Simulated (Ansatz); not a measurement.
One change: `CCNC=S` becomes `CCNC`.

Ansatz, PBE0-D4/def2-TZVP geometries, multiplicity 1. Each molecule was computed in one conformer, which needn't be the lowest.

```csv
property,`CCNC=S`
HOMO–LUMO gap (PBE/def2-TZVPP) / eV,3.14
LUMO energy (PBE/def2-TZVPP) / eV,-1.70
LUMO energy (B3LYP/def2-TZVPP) / eV,-1.01
HOMO energy (B3LYP/def2-TZVPP) / eV,-5.79
size of the dipole moment (B3LYP/def2-TZVPP) / D,5.05
HOMO energy (ωB97M-V/def2-TZVPP) / eV,-8.24
```

Q: Give the same properties after the change, and the shifts. (Estimate.)

A: Ansatz gave: 
```tsv
property	`CCNC`	shift
HOMO–LUMO gap (PBE/def2-TZVPP) / eV	5.36	2.22
LUMO energy (PBE/def2-TZVPP) / eV	0.41	2.11
LUMO energy (B3LYP/def2-TZVPP) / eV	0.88	1.89
HOMO energy (B3LYP/def2-TZVPP) / eV	-6.16	-0.37
size of the dipole moment (B3LYP/def2-TZVPP) / D	0.87	-4.18
HOMO energy (ωB97M-V/def2-TZVPP) / eV	-8.75	-0.51
```

With PBE0 the HOMO falls by 0.33 eV and the LUMO rises by 2.03 eV, so the gap widens by about 2.36 eV. PBE moves the HOMO by -0.11 eV and ωB97M-V by -0.51 eV. Dipoles are sizes alone; their direction can turn.

B3LYP here is the variant with VWN-RPA as its local correlation; programs differ in this.
